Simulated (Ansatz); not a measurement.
The same path of CH$_{8}$AlN (11 atoms, charge 0, multiplicity 1) was run twice with different band settings. The coordinate that changes most is the dihedral H6–C1–N2–Al3.

Level of theory: RKS r2SCAN/def2-SVP (Ansatz).

Relaxed end points:

```xyz
11
Properties=species:S:1:pos:R:3
C 1.260 0.109 -0.619
N 0.398 -0.206 0.537
Al -1.620 0.054 0.201
H 2.329 -0.040 -0.398
H 0.968 -0.532 -1.462
H 1.089 1.154 -0.912
H 0.659 0.371 1.342
H 0.545 -1.174 0.837
H -2.181 -0.384 1.643
H -1.627 1.623 -0.152
H -1.819 -0.975 -1.018
```

```xyz
11
Properties=species:S:1:pos:R:3
C 1.224 0.431 -0.546
N 0.371 0.037 0.592
Al -1.561 -0.475 0.082
H 1.268 -0.403 -1.259
H 0.761 1.288 -1.054
H 2.245 0.699 -0.232
H 0.323 0.795 1.279
H 0.786 -0.755 1.090
H -2.131 -0.821 1.544
H -2.030 0.909 -0.589
H -1.256 -1.705 -0.907
```

Common settings: movable images 5; climbing image yes; spring 5.0 eV/Å²; start path IDPP; force threshold 0.05 eV/Å; iteration limit 60; end points relaxed.

| run | optimiser | largest step |
| --- | --- | --- |
| 1 | quadratic models (default) | default |
| 2 | fire | 0.02 Å |

Problem. What does each run give, and how far can it be trusted?

Solution. Run 1: converged after 5 iterations, highest image 0.111 eV above the first end. A vibrational analysis at the climbing image gives one clearly imaginary mode, 234i cm⁻¹: a first-order saddle point.
Run 2: converged after 16 iterations, highest image 0.112 eV above the first end. Another band between the same ends (5 images) ends at a top of the same energy, where a vibrational analysis finds 1 clearly imaginary mode.
